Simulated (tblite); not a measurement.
Methylsilane, CH6Si.
InChI=1S/CH6Si/c1-2/h1-2H3

Computed values, GFN2-xTB/tblite, gas phase, harmonic and unscaled. The method is semi-empirical: single wavenumbers can be off by several per cent or more. Modes of hydrogen on silicon can be 10 to 20 % off.

Harmonic wavenumbers (cm⁻¹): 164.3, 510.5, 510.8, 747.5, 788.5, 788.9, 799.6, 836.6, 836.8, 1374.1, 1491.7, 1491.8, 2252.4, 2253.4, 2260.4, 3031.9, 3032.5, 3036.5.

A = 57027, B = 10783, C = 10783 MHz; mass 46.024 u (most abundant isotopes); point group C3v, symmetry number 3.

Q: Zero-point energy?

A: Half the sum of the wavenumbers: 13104 cm⁻¹ = 156.76 kJ/mol.

Q: Give the ideal-gas entropy at 273.15 K and 1 bar in the rigid-rotor, harmonic-oscillator model (classical rotation).

A: Translation 154.79, rotation 79.35, vibration 18.25: S = 252.4 J/(mol K).

Q: And Cp and H(273.15 K) − H(0)?

A: Cp = 64.76 J/(mol K), of which vibrations give 31.50 (their classical limit is 18 R = 149.7); H(273.15 K) − H(0) = 12.30 kJ/mol without the zero-point energy, 3.21 from vibrations.

Q: How do the functions run with temperature in this model?

A: 
```tsv
T (K)	S (J/(mol K))	Cp (J/(mol K))	H − H(0) (kJ/mol)	G − H(0) (kJ/mol)	ln q(vib)
100	203.7	39.2	3.54	-16.83	0.10
200	234.3	52.1	8.03	-38.83	0.44
300	258.7	69.3	14.10	-63.50	0.92
500	301.0	96.8	30.89	-119.59	2.19
800	352.9	124.2	64.34	-217.95	4.31
1000	382.0	137.0	90.52	-291.50	5.71
```

q(vib) and H(0) count from the zero-point level.

Q: What must be added to the electronic energy to get the Gibbs energy at 273.15 K and 1 bar?

A: ZPE + [H(273.15 K) − H(0)] − T·S = 156.76 + 12.30 − 68.94 = 100.12 kJ/mol.

Q: Which modes carry the vibrational entropy at 273.15 K?

A: 164.3 cm⁻¹: 9.77; 510.5 cm⁻¹: 2.22; 510.8 cm⁻¹: 2.21; 747.5 cm⁻¹: 0.81; 788.5 cm⁻¹: 0.68; 788.9 cm⁻¹: 0.68 J/(mol K); the other 12 give 1.87 together.

Hindered rotation and anharmonicity are outside this model.
